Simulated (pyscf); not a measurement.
## Concerted two-bond exchange: `[CH2]=[C]=[CH2]` + `[NH3]` -> `[CH]#[C][CH3]` + `[NH3]`

Gas phase, singlet surface, charge 0. Bonds broken: C1–H4, N8–H9. Bonds formed: C3–H9, H4–N8. PySCF, gas phase, ωB97X-D3(BJ)/def2-SVP geometries. MP2 and CC: frozen core, UHF for open shells. ΔMP2 is the change of the MP2 total energy from the triple- to the quadruple-zeta basis.

Transition state (Å):

```xyz
11

C     -1.5687    -1.2435     0.4812
C     -0.4989    -0.8567    -0.0652
C      0.4598    -0.0125    -0.5818
H     -1.9844     0.5232     0.5898
H     -2.0235    -2.1913     0.7561
H      0.5724     0.0392    -1.6732
H      1.3880     0.1296    -0.0119
N     -1.6704     1.5525     0.3801
H     -0.6950     1.2063    -0.0806
H     -2.2827     2.0234    -0.2827
H     -1.5415     2.1044     1.2255
```

One imaginary mode, 621i cm⁻¹; descent along it reached the two sides named.

| bond | change | reactant side (Å) | saddle | product side |
|---|---|---|---|---|
| C1–H4 | breaks | 1.097 | 1.818 | 2.9 |
| N8–H9 | breaks | 1.022 | 1.133 | 2.459 |
| C3–H9 | forms | 3.1 | 1.752 | 1.102 |
| H4–N8 | forms | 2.452 | 1.096 | 1.022 |

Electronic energies relative to the separated reactants (kcal/mol):

| level | barrier | reaction energy | reverse barrier |
|---|---|---|---|
| ωB97X-D3(BJ)/def2-TZVP | 45.2 | +0.2 | 45.1 |
| PBE/def2-TZVP | 37.4 | +3.2 | 34.2 |
| r²SCAN/def2-TZVP | 39.2 | +2.5 | 36.7 |
| B3LYP-D3(BJ)/def2-TZVP | 42.6 | +2.1 | 40.5 |
| PBE0-D3(BJ)/def2-TZVP | 39.4 | +1.8 | 37.6 |
| M06-2X/def2-TZVP | 43.5 | -0.5 | 44.0 |
| ωB97M-D3(BJ)/def2-TZVP | 44.0 | +0.3 | 43.7 |
| HF/def2-TZVP | 62.6 | -1.6 | 64.2 |
| MP2/def2-QZVPP | 40.5 | -4.7 | 45.3 |
| CCSD/def2-TZVPP | 49.0 | -1.5 | 50.5 |
| CCSD(T)/def2-TZVPP | 45.3 | -1.2 | 46.5 |
| CCSD(T)/def2-TZVPP + ΔMP2(QZVPP) | 45.5 | -1.3 | 46.8 |

With CCSD(T)/def2-TZVPP + ΔMP2(QZVPP) energies and thermal terms (ideal gas, 1 atm, RRHO with modes under 100 cm⁻¹ raised to 100, one conformer, R ln 2 for chiral ones without a mode under 150 cm⁻¹), in kcal/mol:

| T (K) | ΔH‡ | ΔG‡ | ΔH | ΔG |
|---|---|---|---|---|
| 298 | 43.9 | 53.9 | -0.7 | -1.0 |
| 600 | 44.1 | 64.1 | -0.8 | -1.2 |
| 900 | 44.7 | 73.9 | -0.8 | -1.5 |
| 1200 | 45.6 | 83.6 | -0.9 | -1.7 |

This is the saddle that the search found; another between the same sides may lie lower. The CCSD(T) − MP2 part came from Ansatz, without density fitting, on the same reference.
